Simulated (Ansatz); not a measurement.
# BH5N2: the cost of one run

Program: Ansatz 0.2.0. Level of theory: RKS PBE-D4/6-31G*. These are calculated values, not measurements.

## Step 1: Starting point

Bond lengths: B1–H2 1.190 Å, B1–N3 1.550 Å, N3–H4 1.060 Å, N3–H5 1.060 Å, B1–N6 1.550 Å, N6–H7 1.060 Å, N6–H8 1.060 Å. Angles: H2–B1–N3 120.0°, H2–B1–N6 120.0°, N3–B1–N6 120.0°, B1–N3–H4 120.0°, B1–N3–H5 120.0°, H4–N3–H5 120.0°, B1–N6–H7 120.0°, B1–N6–H8 120.0°, H7–N6–H8 120.0°.

Coordinates:

```xyz
8

B     0.0000    0.0000    0.0000
H     0.0000    0.0000    1.1900
N     1.3423    0.0000   -0.7750
H     1.8089   -0.9179   -1.0268
H     1.7937    0.9179   -1.0532
N    -1.3423    0.0000   -0.7750
H    -2.0112   -0.8164   -0.6764
H    -1.5914    0.8164   -1.4036
```

## Step 2: Preparing the start

input.yaml

```yaml
crystal:
  periodic: [false, false, false]
  atoms:
    - { symbol: B, position_ang: [0.0, 0.0, 0.0] }
    - { symbol: H, position_ang: [0.0, 0.0, 1.19] }
    - { symbol: "N", position_ang: [1.3423, 0.0, -0.775] }
    - { symbol: H, position_ang: [1.8089, -0.9179, -1.0268] }
    - { symbol: H, position_ang: [1.7937, 0.9179, -1.0532] }
    - { symbol: "N", position_ang: [-1.3423, 0.0, -0.775] }
    - { symbol: H, position_ang: [-2.0112, -0.8164, -0.6764] }
    - { symbol: H, position_ang: [-1.5914, 0.8164, -1.4036] }
basis:
  gaussian: { orbitals: "6-31G*" }
hamiltonian:
  xc: pbe
  dispersion: d4
relax:
  f_tol: 0.02
  max_steps: 40
output:
  orbitals: {}
```

On the command line:

```console
$ ansatz run input.yaml --threads 1 --pin off --max-ram 2048MiB --backend cpu --events-out ev --progress --plain --runs-dir out
```

Q: Estimate wall time and peak memory on 1 thread of Intel Xeon 6975P-C (Granite Rapids), shared host.

About 9.1 s, with a peak of 0.12 GiB.
